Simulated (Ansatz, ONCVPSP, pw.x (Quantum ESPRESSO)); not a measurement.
**Which Ba potential is closest to all-electron in the bcc crystal?**

All use PBE, scalar-relativistic, no spin, cutoffs from each file’s atomic test, pw.x 7.5; 9³ k-points, Fermi–Dirac smearing 0.01 Ry. Δ is the rms difference from all-electron LAPW of the E(V) curves that follow from fits to the pressures, over ±6 % in volume. Mesh and smearing are coarse and serve the comparison alone. The files are a selection: those with a ghost or negative overlap were mostly not run, and those with noisy or unconverged pressures or nearly equal Δ are left out.

All-electron: a0 = 5.031 Å (V0 = 63.67 Å³/atom), B0 = 8.4 GPa.

(1) Rank them by Δ, smallest first.
A. optimised norm-conserving Vanderbilt (ONCV), ONCVPSP 4.0.1.1 (patched build), PBE; core [Kr] 4d10, reference 5s2 5p6 6s2; waves: 5s+6s: rc 2.15 bohr, ncon 4, nbas 8, qcut 4.7 1/bohr, 2 projectors; 5p: rc 3.15 bohr, ncon 3, nbas 7, qcut 4.3 1/bohr, 2 projectors, debl 3.6 Ha; d scattering state at 0.39 Ha: rc 3.35 bohr, ncon 4, nbas 7, qcut 2.9 1/bohr, 1 projector; local part: polynomial inside 1.90 bohr (lpopt 5, dvloc0 0 Ha); core correction: Teter function, fcfact 3.5, rcfact 1.1. In the d channel the program set the typed energies aside and used -0.074 Ha.
B. optimised norm-conserving Vanderbilt (ONCV), ONCVPSP 4.0.1.1 (patched build), PBE; core [Kr] 4d10, reference 5s2 5p6 6s2; waves: 5s+6s: rc 2.45 bohr, ncon 4, nbas 7, qcut 3.9 1/bohr, 2 projectors; 5p: rc 2.70 bohr, ncon 4, nbas 8, qcut 4.3 1/bohr, 2 projectors, debl 2.5 Ha; d scattering state at 0.06 Ha: rc 2.75 bohr, ncon 4, nbas 8, qcut 3.8 1/bohr, 2 projectors, debl 0.5 Ha; local part: polynomial inside 2.20 bohr (lpopt 5, dvloc0 2 Ha); core correction: Teter function, fcfact 3, rcfact 1.6. In the d channel the program set the typed energies aside and used 0.050, 0.550 Ha.
C. optimised norm-conserving Vanderbilt (ONCV), ONCVPSP 4.0.1.1 (patched build), PBE; core [Kr] 4d10, reference 5s2 5p6 6s2; waves: 5s+6s: rc 2.55 bohr, ncon 4, nbas 7, qcut 4.7 1/bohr, 2 projectors; 5p: rc 2.85 bohr, ncon 4, nbas 8, qcut 3.9 1/bohr, 2 projectors, debl 1.8 Ha; d scattering state at 0.03 Ha: rc 2.75 bohr, ncon 5, nbas 8, qcut 3.5 1/bohr, 1 projector; local part: polynomial inside 2.10 bohr (lpopt 3, dvloc0 4 Ha); core correction: Teter function, fcfact 2.25, rcfact 1.05. In the d channel the program set the typed energies aside and used 0.050 Ha.
D. optimised norm-conserving Vanderbilt (ONCV), ONCVPSP 4.0.1.1 (patched build), PBE; core [Kr] 4d10, reference 5s2 5p6 6s1.5 6p0.5; waves: 5s+6s: rc 2.90 bohr, ncon 3, nbas 6, qcut 4.2 1/bohr, 2 projectors; 5p+6p: rc 3.80 bohr, ncon 4, nbas 9, qcut 4.3 1/bohr, 2 projectors; d scattering state at 0.13 Ha: rc 2.90 bohr, ncon 4, nbas 8, qcut 3 1/bohr, local; local part: the d channel; core correction: Teter function, fcfact 3.25, rcfact 1.75. In the d channel the program set the typed energies aside and used 0.050 Ha.

Answers

(1) A (0.1 meV/atom), C (0.5 meV/atom), B (0.7 meV/atom), D (2.2 meV/atom).
